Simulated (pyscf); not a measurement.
Thermochemistry of product channels of Cl–C•(Cl)–Cl + CH₄ on the doublet surface, in kcal/mol, from CCSD(T)/def2-TZVPP + ΔMP2(QZVPP) energies (ideal gas, 1 atm, RRHO with modes under 100 cm⁻¹ raised to 100, one conformer, R ln 2 for chiral ones without a mode under 150 cm⁻¹). PySCF, gas phase, ωB97X-D3(BJ)/def2-SVP geometries. Correlated levels are frozen-core, on RHF or UHF. ΔMP2 is the change of the MP2 total energy from the triple- to the quadruple-zeta basis.

```json
[
 {"products": "HCl + H₃C–C•(Cl)–Cl", "ΔE": "-10.8", "ΔH(298 K)": "-11.3", "ΔG(298 K)": "-12.2", "ΔG(1200 K)": "-15.8"},
 {"products": "H₃C–Cl + Cl–CH•–Cl", "ΔE": "+1.2", "ΔH(298 K)": "+1.7", "ΔG(298 K)": "-0.3", "ΔG(1200 K)": "-5.8"}
]
```

These are energies of the channels, which say nothing of barriers. The CCSD(T) − MP2 part came from Ansatz, without density fitting, on the same reference.
